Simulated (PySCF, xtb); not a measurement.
CH₃S, SMILES [S]C (connectivity only; charge and spin as stated), charge -1, multiplicity 1.

Coordinates come from a PBE0-D3(BJ)/def2-TZVPD optimisation. The spin state was assumed, not searched. The isomer is the one that the SMILES or the coordinates give; other isomers of the formula were not compared.

Level of theory: IEF-PCM-B3LYP/def2-TZVPD (PySCF 2.14.0).

The values are the electrostatic part of the solvation free energy, E(continuum) − E(gas) at the gas-phase geometry, in a cavity of scaled van der Waals radii (PySCF's table); cavitation and dispersion terms are not included. In vacuum the orbital gap is 3.66 eV.

```csv
solvent,ε,ΔG(elec) (kcal/mol),gap (eV)
water,78.36,…,…
chloroform,4.71,-51.6,4.97
1-octanol,9.86,-59.5,5.19
```

Question: Complete the blanks. (The exact figures need the calculation; the answer reports its results.)

Answer: 
- water, ΔG(elec) (kcal/mol): -66.1
- water, gap (eV): 5.38

For comparison, GFN2-xTB/ALPB(water) (xtb, at the GFN2-xTB geometry, all terms of that model) gives -61.8 kcal/mol.
